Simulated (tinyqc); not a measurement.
Worked calculation: coupled-perturbed Hartree-Fock on RHF in the sto-6g basis, for H2O, spin multiplicity 1. Computed by tinyqc, a small Python program that keeps every step (integrals from PySCF). Settings: charge = 0, multiplicity = 1, basis = sto-6g, method = RHF, energy threshold = 1e-10, iteration cap = 71, orthogonalisation = symmetric, start = Wolfsberg-Helmholz matrix, DIIS depth = 6. Command: `OMP_NUM_THREADS=1 python tinyqc.py 30566 30567 out.jsonl` (the two numbers bound the seeds that draw the settings). One thread of a shared host (Intel(R) Xeon(R) Processor @ 2.60GHz), about 0.2 s of CPU time with the checks. The early iterations of the SCF are left out here.

## One-electron integrals

Geometry (angstrom):
```
atom,x,y,z
O,0.000000,0.000000,0.000000
H,0.000000,0.770000,0.659000
H,0.000000,-0.741000,0.634000
```

Basis sto-6g: exponents (1/bohr^2) and contraction coefficients of normalised primitives:
```
element,l (shell),exponent,coefficient
O,s (1),1355.584234,0.009164
O,s (1),248.544885,0.049361
O,s (1),69.533902,0.168538
O,s (1),23.886772,0.370563
O,s (1),9.275933,0.416492
O,s (1),3.820341,0.130334
O,s (2),52.187762,-0.013253
O,s (2),10.329320,-0.046992
O,s (2),3.210345,-0.033785
O,s (2),1.235135,0.250242
O,s (2),0.536420,0.595117
O,s (2),0.245881,0.240706
O,p (3),52.187762,0.003760
O,p (3),10.329320,0.037679
O,p (3),3.210345,0.173897
O,p (3),1.235135,0.418036
O,p (3),0.536420,0.425860
O,p (3),0.245881,0.101708
H,s (1),35.523221,0.009164
H,s (1),6.513144,0.049361
H,s (1),1.822143,0.168538
H,s (1),0.625955,0.370563
H,s (1),0.243077,0.416492
H,s (1),0.100112,0.130334
```

Overlap, kinetic and nuclear-attraction integrals over the contracted functions; the nuclear repulsion is the sum of Za Zb / Rab.

nuclear repulsion = 8.86822524 hartree

overlap S:
```
,1O 1s,1O 2s,1O 2px,1O 2py,1O 2pz,2H 1s,3H 1s
1O 1s,1.000000,0.231145,0.000000,0.000000,0.000000,0.048710,0.053188
1O 2s,0.231145,1.000000,0.000000,0.000000,0.000000,0.440685,0.465076
1O 2px,0.000000,0.000000,1.000000,0.000000,0.000000,0.000000,0.000000
1O 2py,0.000000,0.000000,0.000000,1.000000,0.000000,0.283057,-0.293594
1O 2pz,0.000000,0.000000,0.000000,0.000000,1.000000,0.242252,0.251199
2H 1s,0.048710,0.440685,0.000000,0.283057,0.242252,1.000000,0.252739
3H 1s,0.053188,0.465076,0.000000,-0.293594,0.251199,0.252739,1.000000
```

kinetic energy T (hartree):
```
,1O 1s,1O 2s,1O 2px,1O 2py,1O 2pz,2H 1s,3H 1s
1O 1s,29.327197,-0.896024,0.000000,0.000000,0.000000,-0.004203,-0.003066
1O 2s,-0.896024,0.842618,0.000000,0.000000,0.000000,0.102391,0.119412
1O 2px,0.000000,0.000000,2.531309,0.000000,0.000000,0.000000,0.000000
1O 2py,0.000000,0.000000,0.000000,2.531309,0.000000,0.182962,-0.203875
1O 2pz,0.000000,0.000000,0.000000,0.000000,2.531309,0.156587,0.174435
2H 1s,-0.004203,0.102391,0.000000,0.182962,0.156587,0.768522,0.008069
3H 1s,-0.003066,0.119412,0.000000,-0.203875,0.174435,0.008069,0.768522
```

nuclear attraction V (hartree):
```
,1O 1s,1O 2s,1O 2px,1O 2py,1O 2pz,2H 1s,3H 1s
1O 1s,-62.323072,-6.397395,0.000000,0.000893,-0.019812,-1.543452,-1.686981
1O 2s,-6.397395,-10.053583,0.000000,0.008506,-0.223134,-3.503670,-3.741962
1O 2px,0.000000,0.000000,-9.976312,0.000000,0.000000,0.000000,0.000000
1O 2py,0.000893,0.008506,0.000000,-10.109428,0.005034,-1.997753,2.107320
1O 2pz,-0.019812,-0.223134,0.000000,0.005034,-10.073786,-1.782684,-1.877132
2H 1s,-1.543452,-3.503670,0.000000,-1.997753,-1.782684,-5.643465,-1.571725
3H 1s,-1.686981,-3.741962,0.000000,2.107320,-1.877132,-1.571725,-5.781791
```

core Hamiltonian H = T + V (hartree):
```
,1O 1s,1O 2s,1O 2px,1O 2py,1O 2pz,2H 1s,3H 1s
1O 1s,-32.995875,-7.293419,0.000000,0.000893,-0.019812,-1.547655,-1.690047
1O 2s,-7.293419,-9.210965,0.000000,0.008506,-0.223134,-3.401279,-3.622551
1O 2px,0.000000,0.000000,-7.445003,0.000000,0.000000,0.000000,0.000000
1O 2py,0.000893,0.008506,0.000000,-7.578119,0.005034,-1.814791,1.903446
1O 2pz,-0.019812,-0.223134,0.000000,0.005034,-7.542477,-1.626097,-1.702697
2H 1s,-1.547655,-3.401279,0.000000,-1.814791,-1.626097,-4.874943,-1.563656
3H 1s,-1.690047,-3.622551,0.000000,1.903446,-1.702697,-1.563656,-5.013268
```

## Two-electron integrals

Functions are numbered as in S; the eight-fold symmetry (ij|kl) = (ji|kl) = (kl|ij) leaves the list below.

Two-electron integrals (ij|kl) in chemists' order, unique and non-zero (hartree):
```
i,j,k,l,(ij|kl)
1,1,1,1,4.787491
2,1,1,1,0.675884
2,1,2,1,0.121505
2,2,1,1,1.117379
2,2,2,1,0.249212
2,2,2,2,0.817383
3,1,3,1,0.025762
3,2,3,1,0.039145
3,2,3,2,0.180664
3,3,1,1,1.117381
3,3,2,1,0.249212
3,3,2,2,0.817382
3,3,3,3,0.880663
4,1,4,1,0.025762
4,2,4,1,0.039145
4,2,4,2,0.180664
4,3,4,3,0.047461
4,4,1,1,1.117381
4,4,2,1,0.249212
4,4,2,2,0.817382
4,4,3,3,0.785741
4,4,4,4,0.880663
5,1,5,1,0.025762
5,2,5,1,0.039145
5,2,5,2,0.180664
5,3,5,3,0.047461
5,4,5,4,0.047461
5,5,1,1,1.117381
5,5,2,1,0.249212
5,5,2,2,0.817382
5,5,3,3,0.785741
5,5,4,4,0.785741
5,5,5,5,0.880663
6,1,1,1,0.151914
6,1,2,1,0.026174
6,1,2,2,0.052501
6,1,3,3,0.052388
6,1,4,1,0.000972
6,1,4,2,0.001898
6,1,4,4,0.052584
6,1,5,1,0.000832
6,1,5,2,0.001625
6,1,5,4,0.000168
6,1,5,5,0.052531
6,1,6,1,0.005747
6,2,1,1,0.366114
6,2,2,1,0.082782
6,2,2,2,0.300228
6,2,3,3,0.295263
6,2,4,1,0.005030
6,2,4,2,0.036985
6,2,4,4,0.303860
6,2,5,1,0.004305
6,2,5,2,0.031653
6,2,5,4,0.007357
6,2,5,5,0.301560
6,2,6,1,0.017923
6,2,6,2,0.136678
6,3,3,1,0.009238
6,3,3,2,0.051865
6,3,4,3,0.007645
6,3,5,3,0.006543
6,3,6,3,0.019427
6,4,1,1,0.199672
6,4,2,1,0.045793
6,4,2,2,0.177145
6,4,3,3,0.169144
6,4,4,1,0.011683
6,4,4,2,0.072523
6,4,4,4,0.189462
6,4,5,1,0.002093
6,4,5,2,0.017680
6,4,5,4,0.010846
6,4,5,5,0.172828
6,4,6,1,0.010373
6,4,6,2,0.098062
6,4,6,4,0.089043
6,5,1,1,0.170888
6,5,2,1,0.039191
6,5,2,2,0.151608
6,5,3,3,0.144761
6,5,4,1,0.002093
6,5,4,2,0.017680
6,5,4,4,0.149065
6,5,5,1,0.011029
6,5,5,2,0.066996
6,5,5,4,0.011328
6,5,5,5,0.160999
6,5,6,1,0.008878
6,5,6,2,0.083926
6,5,6,4,0.059580
6,5,6,5,0.070418
6,6,1,1,0.506308
6,6,2,1,0.116611
6,6,2,2,0.483331
6,6,3,3,0.463979
6,6,4,1,0.009278
6,6,4,2,0.092952
6,6,4,4,0.497489
6,6,5,1,0.007940
6,6,5,2,0.079552
6,6,5,4,0.028679
6,6,5,5,0.488524
6,6,6,1,0.025517
6,6,6,2,0.277533
6,6,6,4,0.227408
6,6,6,5,0.194626
6,6,6,6,0.774999
7,1,1,1,0.166003
7,1,2,1,0.028594
7,1,2,2,0.057335
7,1,3,3,0.057211
7,1,4,1,-0.001060
7,1,4,2,-0.002068
7,1,4,4,0.057426
7,1,5,1,0.000907
7,1,5,2,0.001769
7,1,5,4,-0.000184
7,1,5,5,0.057368
7,1,6,1,0.006192
7,1,6,2,0.018961
7,1,6,4,0.009981
7,1,6,5,0.009389
7,1,6,6,0.026657
7,1,7,1,0.006859
7,2,1,1,0.391314
7,2,2,1,0.088437
7,2,2,2,0.319643
7,2,3,3,0.314425
7,2,4,1,-0.005359
7,2,4,2,-0.039006
7,2,4,4,0.323462
7,2,5,1,0.004586
7,2,5,2,0.033373
7,2,5,4,-0.007733
7,2,5,5,0.321041
7,2,6,1,0.018550
7,2,6,2,0.119223
7,2,6,4,0.058868
7,2,6,5,0.071090
7,2,6,6,0.199523
7,2,7,1,0.020906
7,2,7,2,0.153428
7,3,3,1,0.009982
7,3,3,2,0.055661
7,3,4,3,-0.008106
7,3,5,3,0.006936
7,3,6,3,0.016580
7,3,7,3,0.022098
7,4,1,1,-0.210228
7,4,2,1,-0.048200
7,4,2,2,-0.185828
7,4,3,3,-0.177379
7,4,4,1,0.012569
7,4,4,2,0.077265
7,4,4,4,-0.198865
7,4,5,1,-0.002214
7,4,5,2,-0.018484
7,4,5,4,0.011448
7,4,5,5,-0.181240
7,4,6,1,-0.009606
7,4,6,2,-0.057603
7,4,6,4,-0.012279
7,4,6,5,-0.033591
7,4,6,6,-0.084683
7,4,7,1,-0.011935
7,4,7,2,-0.108478
7,4,7,4,0.098038
7,5,1,1,0.179872
7,5,2,1,0.041240
7,5,2,2,0.158995
7,5,3,3,0.151766
7,5,4,1,-0.002214
7,5,4,2,-0.018484
7,5,4,4,0.156278
7,5,5,1,0.011876
7,5,5,2,0.071476
7,5,5,4,-0.011967
7,5,5,5,0.168940
7,5,6,1,0.009059
7,5,6,2,0.070365
7,5,6,4,0.033904
7,5,6,5,0.057882
7,5,6,6,0.129237
7,5,7,1,0.010212
7,5,7,2,0.092814
7,5,7,4,-0.064975
7,5,7,5,0.077690
7,6,1,1,0.155052
7,6,2,1,0.035421
7,6,2,2,0.139145
7,6,3,3,0.135807
7,6,4,1,0.000028
7,6,4,2,0.000317
7,6,4,4,0.138279
7,6,5,1,0.002889
7,6,5,2,0.025075
7,6,5,4,0.000088
7,6,5,5,0.143350
7,6,6,1,0.007602
7,6,6,2,0.063659
7,6,6,4,0.039464
7,6,6,5,0.043888
7,6,6,6,0.134912
7,6,7,1,0.008297
7,6,7,2,0.066980
7,6,7,4,-0.040546
7,6,7,5,0.045622
7,6,7,6,0.036126
7,7,1,1,0.523486
7,7,2,1,0.120500
7,7,2,2,0.496727
7,7,3,3,0.476704
7,7,4,1,-0.009776
7,7,4,2,-0.096172
7,7,4,4,0.511385
7,7,5,1,0.008364
7,7,5,2,0.082285
7,7,5,4,-0.029673
7,7,5,5,0.502092
7,7,6,1,0.025223
7,7,6,2,0.192507
7,7,6,4,0.083488
7,7,6,5,0.126080
7,7,6,6,0.343500
7,7,7,1,0.028809
7,7,7,2,0.297329
7,7,7,4,-0.240263
7,7,7,5,0.205569
7,7,7,6,0.134912
7,7,7,7,0.774999
```

## Orthogonalisation

S = U s U^T; symmetric (Loewdin) form X = U s^(-1/2) U^T, so that X^T S X = 1.

eigenvalues of S: 0.363875  0.448899  0.883635  1.000000  1.097384  1.300314  1.905893

X:
```
,1O 1s,1O 2s,1O 2px,1O 2py,1O 2pz,2H 1s,3H 1s
1O 1s,1.022698,-0.136907,0.000000,0.000510,-0.009208,0.018709,0.019623
1O 2s,-0.136907,1.218853,0.000000,-0.008745,0.105779,-0.260297,-0.287479
1O 2px,0.000000,0.000000,1.000000,0.000000,0.000000,0.000000,0.000000
1O 2py,0.000510,-0.008745,0.000000,1.095008,-0.003986,-0.203247,0.215391
1O 2pz,-0.009208,0.105779,0.000000,-0.003986,1.056520,-0.141081,-0.152602
2H 1s,0.018709,-0.260297,0.000000,-0.203247,-0.141081,1.176796,-0.090235
3H 1s,0.019623,-0.287479,0.000000,0.215391,-0.152602,-0.090235,1.200146
```

## Iteration 8 (converged): orbitals

converged F (hartree):
```
,1O 1s,1O 2s,1O 2px,1O 2py,1O 2pz,2H 1s,3H 1s
1O 1s,-20.512408,-4.964878,0.000000,0.000854,-0.028196,-1.054428,-1.150788
1O 2s,-4.964878,-2.336576,0.000000,0.009436,-0.117950,-0.924971,-0.983912
1O 2px,0.000000,0.000000,-0.399214,0.000000,0.000000,0.000000,0.000000
1O 2py,0.000854,0.009436,0.000000,-0.298559,0.010194,-0.368057,0.380370
1O 2pz,-0.028196,-0.117950,0.000000,0.010194,-0.341792,-0.370221,-0.381172
2H 1s,-1.054428,-0.924971,0.000000,-0.368057,-0.370221,-0.514556,-0.375273
3H 1s,-1.150788,-0.983912,0.000000,0.380370,-0.381172,-0.375273,-0.561516
```

Diagonalise F' = X^T F X, C = X C', fill 5 alpha and 5 beta electrons from the bottom; D = 2 C_occ C_occ^T. Each column has its largest component positive (the first on a tie).

F' = X^T F X (hartree):
```
,1,2,3,4,5,6,7
1,-20.184341,-2.504952,0.000000,0.000205,-0.047584,-0.170350,-0.198438
2,-2.504952,-1.215317,0.000000,-0.005306,0.116231,-0.462583,-0.501115
3,0.000000,0.000000,-0.399214,0.000000,0.000000,0.000000,0.000000
4,0.000205,-0.005306,0.000000,-0.029166,0.002283,-0.437681,0.452044
5,-0.047584,0.116231,0.000000,0.002283,-0.178398,-0.330302,-0.345702
6,-0.170350,-0.462583,0.000000,-0.437681,-0.330302,0.000481,-0.103982
7,-0.198438,-0.501115,0.000000,0.452044,-0.345702,-0.103982,0.010358
```

orbital energies (hartree): MO1 -20.515543, MO2 -1.264500, MO3 -0.592712, MO4 -0.467619, MO5 -0.399214, MO6 0.567088, MO7 0.676904

coefficients C:
```
,MO1,MO2,MO3,MO4,MO5,MO6,MO7
1O 1s,0.996710,-0.222734,-0.006570,0.096488,0.000000,0.112005,0.023124
1O 2s,0.015419,0.849649,0.037836,-0.534787,0.000000,-0.790511,-0.177580
1O 2px,0.000000,0.000000,0.000000,0.000000,1.000000,0.000000,0.000000
1O 2py,-0.000175,-0.009379,0.617720,0.019034,0.000000,-0.166166,0.936589
1O 2pz,0.003094,0.122722,-0.025499,0.752304,0.000000,-0.753556,-0.145562
2H 1s,-0.003302,0.143781,0.442968,0.315308,0.000000,0.884474,-0.650915
3H 1s,-0.003629,0.157699,-0.451046,0.281360,0.000000,0.619378,0.953983
```

D after iteration 8:
```
,1O 1s,1O 2s,1O 2px,1O 2py,1O 2pz,2H 1s,3H 1s
1O 1s,2.104788,-0.451452,0.000000,-0.000615,0.097011,-0.015605,-0.017261
1O 2s,-0.451452,2.019138,0.000000,0.010444,-0.597938,-0.059500,-0.067202
1O 2px,0.000000,0.000000,2.000000,0.000000,0.000000,0.000000,0.000000
1O 2py,-0.000615,0.010444,0.000000,0.764056,-0.005167,0.556567,-0.549486
1O 2pz,0.097011,-0.597938,0.000000,-0.005167,1.163363,0.487094,0.485022
2H 1s,-0.015605,-0.059500,0.000000,0.556567,0.487094,0.632647,-0.176796
3H 1s,-0.017261,-0.067202,0.000000,-0.549486,0.485022,-0.176796,0.614976
```

## Convergence

Stop when the energy changes by less than 1e-10 hartree and every element of the error matrix X^T (F D S - S D F) X is below 3e-06.

Course of the cycle:
```
iteration,E (hartree),change,largest element of the error matrix
1,-75.33540866,-,4.30e-01
2,-75.66087108,-3.25e-01,1.15e-01
3,-75.67879139,-1.79e-02,3.07e-02
4,-75.68011837,-1.33e-03,4.77e-03
5,-75.68018324,-6.49e-05,1.28e-03
6,-75.68018661,-3.38e-06,1.54e-05
7,-75.68018661,-5.35e-10,5.07e-06
8,-75.68018661,-3.66e-11,2.29e-07
```

PySCF RHF in the same basis = -75.68018661 hartree

Converged in 8 iterations.

## Integrals over molecular orbitals

(pq|rs) = sum C_ip C_jq C_kr C_ls (ij|kl), one index at a time.

one-electron integrals over orbitals h = C^T H C (hartree):
```
,1,2,3,4,5,6,7
1,-32.982622,0.567829,0.016983,-0.240614,0.000000,-0.291264,-0.060663
2,0.567829,-7.690038,-0.015368,0.482267,0.000000,1.339089,0.285070
3,0.016983,-0.015368,-6.306163,0.057188,0.000000,0.310374,-1.680351
4,-0.240614,0.482267,0.057188,-6.884999,0.000000,1.148413,0.136589
5,0.000000,0.000000,0.000000,0.000000,-7.445003,0.000000,0.000000
6,-0.291264,1.339089,0.310374,1.148413,0.000000,-5.418582,0.026015
7,-0.060663,0.285070,-1.680351,0.136589,0.000000,0.026015,-5.565116
```

Two-electron integrals over orbitals (pq|rs), unique and non-zero (hartree):
```
p,q,r,s,(pq|rs)
1,1,1,1,4.762203
2,1,1,1,-0.428888
2,1,2,1,0.062545
2,2,1,1,1.021383
2,2,2,1,-0.014388
2,2,2,2,0.730308
3,1,1,1,-0.013166
3,1,2,1,0.001635
3,1,2,2,-0.001398
3,1,3,1,0.011499
3,2,1,1,0.006302
3,2,2,1,-0.000800
3,2,2,2,-0.005075
3,2,3,1,0.017649
3,2,3,2,0.140133
3,3,1,1,0.798061
3,3,2,1,-0.004280
3,3,2,2,0.641933
3,3,3,1,0.000459
3,3,3,2,0.001991
3,3,3,3,0.626963
4,1,1,1,0.190924
4,1,2,1,-0.025065
4,1,2,2,0.015706
4,1,3,1,-0.001078
4,1,3,2,-0.000054
4,1,3,3,0.006048
4,1,4,1,0.028419
4,2,1,1,-0.144685
4,2,2,1,0.009756
4,2,2,2,-0.003821
4,2,3,1,0.000032
4,2,3,2,-0.000944
4,2,3,3,0.004851
4,2,4,1,0.017624
4,2,4,2,0.125952
4,3,1,1,-0.013595
4,3,2,1,0.000558
4,3,2,2,-0.004677
4,3,3,1,-0.003544
4,3,3,2,0.020725
4,3,3,3,-0.003018
4,3,4,1,0.000715
4,3,4,2,0.006208
4,3,4,3,0.050634
4,4,1,1,0.980486
4,4,2,1,-0.012840
4,4,2,2,0.670901
4,4,3,1,0.000022
4,4,3,2,0.005533
4,4,3,3,0.592681
4,4,4,1,-0.010487
4,4,4,2,-0.101253
4,4,4,3,-0.006522
4,4,4,4,0.755427
5,1,5,1,0.026696
5,2,5,1,0.032483
5,2,5,2,0.146104
5,3,5,1,0.000952
5,3,5,2,0.003241
5,3,5,3,0.028620
5,4,5,1,-0.013419
5,4,5,2,-0.047500
5,4,5,3,-0.001914
5,4,5,4,0.054278
5,5,1,1,1.117087
5,5,2,1,-0.011278
5,5,2,2,0.750764
5,5,3,1,-0.000328
5,5,3,2,0.002933
5,5,3,3,0.626011
5,5,4,1,0.004731
5,5,4,2,-0.074683
5,5,4,3,-0.007519
5,5,4,4,0.716550
5,5,5,5,0.880663
6,1,1,1,0.231105
6,1,2,1,-0.036357
6,1,2,2,0.001174
6,1,3,1,-0.003294
6,1,3,2,-0.003190
6,1,3,3,-0.000795
6,1,4,1,0.000667
6,1,4,2,-0.021005
6,1,4,3,-0.000138
6,1,4,4,0.018409
6,1,5,5,0.005504
6,1,6,1,0.032320
6,2,1,1,-0.301222
6,2,2,1,0.006986
6,2,2,2,-0.140458
6,2,3,1,-0.001840
6,2,3,2,-0.009540
6,2,3,3,-0.076340
6,2,4,1,-0.018923
6,2,4,2,-0.022906
6,2,4,3,0.006292
6,2,4,4,-0.077077
6,2,5,5,-0.152112
6,2,6,1,0.008448
6,2,6,2,0.100235
6,3,1,1,-0.065005
6,3,2,1,0.001340
6,3,2,2,-0.028294
6,3,3,1,-0.003344
6,3,3,2,0.033602
6,3,3,3,-0.018022
6,3,4,1,-0.000261
6,3,4,2,0.013560
6,3,4,3,0.030559
6,3,4,4,-0.023522
6,3,5,5,-0.035241
6,3,6,1,-0.000210
6,3,6,2,0.018415
6,3,6,3,0.070937
6,4,1,1,-0.232128
6,4,2,1,0.002125
6,4,2,2,-0.103186
6,4,3,1,0.001645
6,4,3,2,0.013165
6,4,3,3,-0.045556
6,4,4,1,-0.000710
6,4,4,2,0.042870
6,4,4,3,0.006298
6,4,4,4,-0.125960
6,4,5,5,-0.126585
6,4,6,1,-0.001475
6,4,6,2,0.057629
6,4,6,3,0.025485
6,4,6,4,0.081203
6,5,5,1,-0.014506
6,5,5,2,-0.054986
6,5,5,3,-0.005235
6,5,5,4,-0.000778
6,5,6,5,0.036800
6,6,1,1,0.817450
6,6,2,1,-0.007668
6,6,2,2,0.615208
6,6,3,1,0.002272
6,6,3,2,0.030833
6,6,3,3,0.571377
6,6,4,1,0.020058
6,6,4,2,0.052737
6,6,4,3,0.018473
6,6,4,4,0.556667
6,6,5,5,0.592879
6,6,6,1,-0.009005
6,6,6,2,-0.097836
6,6,6,3,0.012561
6,6,6,4,-0.041519
6,6,6,6,0.613695
7,1,1,1,0.048449
7,1,2,1,-0.007836
7,1,2,2,-0.000381
7,1,3,1,0.015048
7,1,3,2,0.022143
7,1,3,3,0.000909
7,1,4,1,0.000913
7,1,4,2,-0.003268
7,1,4,3,-0.005036
7,1,4,4,0.003274
7,1,5,5,0.001125
7,1,6,1,0.002707
7,1,6,2,-0.001975
7,1,6,3,-0.004234
7,1,6,4,0.001866
7,1,6,6,0.002478
7,1,7,1,0.021487
7,2,1,1,-0.065358
7,2,2,1,0.001404
7,2,2,2,-0.029923
7,2,3,1,0.013998
7,2,3,2,0.042255
7,2,3,3,-0.012226
7,2,4,1,-0.003074
7,2,4,2,-0.000079
7,2,4,3,-0.034148
7,2,4,4,-0.019978
7,2,5,5,-0.032357
7,2,6,1,-0.002040
7,2,6,2,0.008503
7,2,6,3,-0.030741
7,2,6,4,0.014153
7,2,6,6,-0.022125
7,2,7,1,0.017709
7,2,7,2,0.064853
7,3,1,1,0.357184
7,3,2,1,-0.006990
7,3,2,2,0.139808
7,3,3,1,-0.000188
7,3,3,2,0.012505
7,3,3,3,0.088762
7,3,4,1,-0.000890
7,3,4,2,-0.079116
7,3,4,3,-0.000322
7,3,4,4,0.149565
7,3,5,5,0.188464
7,3,6,1,0.006427
7,3,6,2,-0.070881
7,3,6,3,-0.014609
7,3,6,4,-0.083438
7,3,6,6,0.044861
7,3,7,1,0.001149
7,3,7,2,-0.021105
7,3,7,3,0.153468
7,4,1,1,-0.027585
7,4,2,1,0.000231
7,4,2,2,-0.009656
7,4,3,1,-0.009390
7,4,3,2,-0.076387
7,4,3,3,-0.007285
7,4,4,1,-0.000565
7,4,4,2,0.002121
7,4,4,3,-0.001910
7,4,4,4,-0.016621
7,4,5,5,-0.014644
7,4,6,1,0.002404
7,4,6,2,0.012053
7,4,6,3,-0.042465
7,4,6,4,-0.003661
7,4,6,6,-0.027177
7,4,7,1,-0.012209
7,4,7,2,-0.013726
7,4,7,3,-0.019938
7,4,7,4,0.069781
7,5,5,1,-0.003011
7,5,5,2,-0.011481
7,5,5,3,0.023057
7,5,5,4,0.001116
7,5,6,5,0.002598
7,5,7,5,0.024580
7,6,1,1,-0.002167
7,6,2,1,0.000171
7,6,2,2,0.004522
7,6,3,1,-0.008185
7,6,3,2,-0.087331
7,6,3,3,-0.005111
7,6,4,1,0.002915
7,6,4,2,0.010227
7,6,4,3,-0.048153
7,6,4,4,-0.010153
7,6,5,5,-0.002329
7,6,6,1,-0.000461
7,6,6,2,-0.006628
7,6,6,3,-0.055024
7,6,6,4,-0.013675
7,6,6,6,-0.030615
7,6,7,1,-0.010545
7,6,7,2,0.008572
7,6,7,3,-0.019166
7,6,7,4,0.054069
7,6,7,6,0.101656
7,7,1,1,0.852332
7,7,2,1,-0.008549
7,7,2,2,0.620837
7,7,3,1,-0.003700
7,7,3,2,-0.034788
7,7,3,3,0.603535
7,7,4,1,0.004548
7,7,4,2,-0.011356
7,7,4,3,-0.019598
7,7,4,4,0.594656
7,7,5,5,0.616735
7,7,6,1,0.004452
7,7,6,2,-0.066799
7,7,6,3,-0.037668
7,7,6,4,-0.046675
7,7,6,6,0.554854
7,7,7,1,-0.003498
7,7,7,2,-0.011391
7,7,7,3,0.080097
7,7,7,4,0.017426
7,7,7,6,0.031467
7,7,7,7,0.623747
```

## Response to a field: uncoupled start

dipole integrals <a|z|i> (bohr):
```
,i1,i2,i3,i4,i5
a6,-0.042432,0.109226,0.120113,0.555029,0.000000
a7,-0.007902,0.033425,-0.676152,0.070348,0.000000
```

Field along z; U_ai = -mu_ai / (e_a - e_i), alpha = -4 sum U_ai mu_ai.

uncoupled U:
```
,i1,i2,i3,i4,i5
a6,0.002013,-0.059635,-0.103563,-0.536411,0.000000
a7,0.000373,-0.017217,0.532564,-0.061465,0.000000
```

uncoupled polarisability = 2.727035 bohr^3

## Coupled step 1

U_ai = -(mu_ai + sum_bj [4 (ai|bj) - (ab|ij) - (aj|bi)] U_bj) / (e_a - e_i); alpha = -4 sum U_ai mu_ai.

U after step 1:
```
,i1,i2,i3,i4,i5
a6,0.000583,0.015764,-0.091226,-0.560269,0.000000
a7,0.000100,-0.002110,0.476554,-0.066498,0.000000
```

polarisability = 2.588792 bohr^3

## Coupled step 2

As before.

U after step 2:
```
,i1,i2,i3,i4,i5
a6,0.000498,0.024969,-0.090308,-0.590633,0.000000
a7,0.000088,-0.000306,0.476098,-0.070945,0.000000
```

polarisability = 2.651502 bohr^3

## Coupled polarisability

Repeat until U stops changing; compare with -d2E/dF2.

Course of the coupled iterations:
```
step,alpha (bohr^3)
0,2.727035
1,2.588792
2,2.651502
3,2.660092
4,2.664650
5,2.666268
6,2.666956
7,2.667247
8,2.667374
9,2.667431
10,2.667456
11,2.667467
12,2.667472
13,2.667474
14,2.667475
15,2.667475
16,2.667476
17,2.667476
18,2.667476
19,2.667476
20,2.667476
21,2.667476
```

coupled polarisability = 2.667476 bohr^3

finite-field check, fields of +/-0.001 au = 2.667477 bohr^3
